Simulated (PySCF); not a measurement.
# PO⁻ (triplet): the SCF solver's settings

The same problem is solved with other solver options, one edit a run.

Method: method and basis as typed in the scripts; program: PySCF 2.14.0.

**1. Starting geometry**

PO⁻ (triplet): 2 atoms, charge -1, spin multiplicity 3.

Bond lengths: P1–O2 1.765 Å.

**2. The base run**

Contents of input.py:

```python
from pyscf import gto, scf

mol = gto.M(
    atom='P 0 0 0; O 0 0 1.765',
    basis='cc-pvdz',
    charge=-1,
    spin=2,
    verbose=4,
)
mf = scf.ROHF(mol)
mf.kernel()
mf.dip_moment()
print('orbital energies (hartree):', mf.mo_energy[..., max(0, mol.nelec[1]-3):mol.nelec[0]+3].round(4))
```

Command:

```
$ OMP_NUM_THREADS=1 python input.py
```

Its log is not repeated here.

Base result: E(SCF) = -415.533028 Eh, 12 cycles.

The bond length is a typed value, not an optimised one. The dipole of an ion depends on the origin. The triplet is typed in the script; nothing here shows that it is the ground state.

**3. Second-order solver on**

Edit 1 changes second-order solver: off → on.

Contents of input.py:

```python
from pyscf import gto, scf

mol = gto.M(
    atom='P 0 0 0; O 0 0 1.765',
    basis='cc-pvdz',
    charge=-1,
    spin=2,
    verbose=4,
)
mf = scf.ROHF(mol)
mf = mf.newton()
mf.kernel()
mf.dip_moment()
print('orbital energies (hartree):', mf.mo_energy[..., max(0, mol.nelec[1]-3):mol.nelec[0]+3].round(4))
```

Command:

```
$ OMP_NUM_THREADS=1 python input.py
```

**4. Cycle limit 200**

Edit 2 changes cycle limit: 50 → 200.

Edit input.py of step 2 so:

```diff
@@ -10,2 +10,3 @@
 mf = scf.ROHF(mol)
+mf.max_cycle = 200
 mf.kernel()
```

**5. Smearing width 0.05 hartree**

Edit 3 changes smearing width: none → 0.05 hartree.

Edit input.py of step 2 so:

```diff
@@ -10,2 +10,3 @@
 mf = scf.ROHF(mol)
+mf = scf.addons.smearing_(mf, sigma=0.05, method='fermi')
 mf.kernel()
```

**6. Convergence threshold 1e-16 hartree**

Edit 4 changes convergence threshold: default → 1e-16 hartree.

Edit input.py of step 2 so:

```diff
@@ -10,2 +10,3 @@
 mf = scf.ROHF(mol)
+mf.conv_tol = 1e-16
 mf.kernel()
```

Q: Predict the outcome of this session. Wanted: for each run, E(SCF); from base.

As calculated:

| run | E(SCF) (hartree) | from base (eV) | cycles |
| --- | --- | --- | --- |
| base | -415.533028 | 0 | 12 |
| second-order solver on | -415.533028 | 0.0000 | 5 macro |
| cycle limit 200 | -415.533028 | 0.0000 | 12 |
| smearing width 0.05 hartree (poor choice) | -415.333910 | not comparable | 13 |
| convergence threshold 1e-16 hartree | -415.533028 | 0.0000 | 22 |

Distance from each run's final energy (log10 hartree) by cycle:

| run | cycle 1 | cycle 2 | cycle 3 | cycle 5 | cycle 8 | cycle 12 |
| --- | --- | --- | --- | --- | --- | --- |
| base | -0.9 | -0.4 | -2.0 | -3.3 | -6.6 | < -11 |
| second-order solver on | -1.7 | -2.4 | -5.1 | < -11 | done | done |
| cycle limit 200 | -0.9 | -0.4 | -2.0 | -3.3 | -6.6 | < -11 |
| smearing width 0.05 hartree (poor choice) | -0.8 | -0.3 | -2.0 | -3.9 | -6.9 | -9.7 |
| convergence threshold 1e-16 hartree | -0.9 | -0.4 | -2.0 | -3.3 | -6.6 | < -11 |

In words: No change of the SCF energy comes from second-order solver on or cycle limit 200 or convergence threshold 1e-16 hartree. Rows marked «poor choice» come from settings spoiled on purpose.
